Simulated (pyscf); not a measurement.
`[OH][Ga]([OH])[F]` + `[H]` [doublet] → `[O][Ga]([OH])[F]` [doublet] + `[H][H]`, a hydrogen abstraction (doublet surface; H–O broken, H–H formed). Single points on ωB97X-D3(BJ)/def2-SVP structures (PySCF, gas phase). Energies in kcal/mol from the separated reactants.

Small-basis levels: PySCF, no dispersion term, spherical d functions. Open shells are spin-unrestricted. 

### Question
Quick SVWN5/6-31G*+LANL2DZ single points give ΔE‡ = 10.5 kcal/mol and ΔE = +24.1 kcal/mol. What does ωB97M-D3(BJ)/def2-TZVP give, and how far is the quick result from it?

### Answer
ωB97M-D3(BJ)/def2-TZVP gives ΔE‡ = 18.5 kcal/mol and ΔE = +15.9 kcal/mol. SVWN5/6-31G*+LANL2DZ lies 8.0 kcal/mol under it in the barrier and 8.2 kcal/mol over it in the reaction energy, so on this step it does not hold to within 3.0 kcal/mol. At SVWN5/6-31G*+LANL2DZ this geometry lies under one side, so its ΔE‡ may be no barrier of that level. ωB97M-D3(BJ)/def2-TZVP has limits of its own. This is the saddle that the search found; another between the same sides may lie lower. The angle at the transferred H is 154°. In the def2 sets elements up to Kr have no core potential.
